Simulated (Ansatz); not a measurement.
# Telling isomers of C2H2B+ apart by their spectra

These gas-phase data were calculated for one isomer of C2H2B+ at B3LYP-D3(BJ)/6-311G** (harmonic, unscaled wavenumbers; equilibrium rotational constants with average atomic masses):

```
rotational constants            : 9.838 GHz
all wavenumbers above 1500 cm⁻¹ : 3373, 2890, 2173
```

Candidates:

(1) `[BH+]C#C`, a singlet
(2) `[B+]1C=C1`, a singlet

Problem. Which structure fits?

Solution. Candidate (1). The band at 3373 cm⁻¹ lies where the ≡C–H stretch is expected; (2) has no mode between 3300 and 3560 cm⁻¹.

The same quantities for all candidates:

```tsv
	rotational constants (GHz)	wavenumbers above 1500 cm⁻¹	E above the lowest, B3LYP-D3(BJ)/6-311G** (kcal/mol)
(1)	9.838	3373, 2890, 2173	0.0
(2)	38.99, 29.54, 16.81	3257, 3250, 1582	31.3
```

Harmonic stretches to hydrogen usually lie a few per cent above observed fundamentals. Programs: Ansatz 0.2.0.
